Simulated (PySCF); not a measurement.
Compound: dimethylsilane, C₂H₈Si.
InChI=1S/C2H8Si/c1-3-2/h3H2,1-2H3

The closed-shell ground state was solved at several levels (PySCF, density fitting, gas phase, non-relativistic). Geometry: PBE0-D3(BJ)/def2-TZVP; no solvent, vibrations or thermal averaging.

```
                level  basis functions  HOMO (eV)  LUMO (eV)  gap (eV)  dipole (D)
         KT3/pcSseg-2              227      -7.63      -0.30      7.33        0.76
     PBE0/aug-cc-pVTZ              326      -8.82      -0.09      8.73        0.80
        PBE0/pcSseg-2              227      -8.83       0.56      9.39        0.79
CAM-B3LYP/aug-cc-pVTZ              326     -10.21       0.25     10.46        0.76
  wB97X-D/aug-cc-pVTZ              326     -10.69       0.84     11.53        0.79
       B97-2/pcSseg-2              227      -8.57       0.59      9.16        0.78
```

(1) Estimate the row for wB97X-D/pcSseg-2, a basis of 227 functions; the other rows only guide the guess.

(2) Over all these levels, which gives the widest orbital gap and which the narrowest?

(3) In the pcSseg-2 basis, how does the gap go with the fixed share of exact exchange?

(4) How far do the dipole and the HOMO energy spread over the levels?

Results:

(1) HOMO -10.71 eV, LUMO 2.23 eV, gap 12.94 eV, dipole 0.77 D.

(2) wB97X-D/pcSseg-2 (range-separated hybrid) has the widest, 12.94 eV, and KT3/pcSseg-2 (GGA) the narrowest, 7.33 eV. The two share the basis. From the narrowest to the widest the HOMO moves by -3.08 eV and the LUMO by +2.53 eV.

(3) KT3 (0 %) 7.33 eV; B97-2 (21 %) 9.16 eV; PBE0 (25 %) 9.39 eV. Each rise in the share widens the gap here.

(4) The dipole runs from 0.76 to 0.80 D (mean 0.78 D) and the HOMO from -10.71 to -7.63 eV.
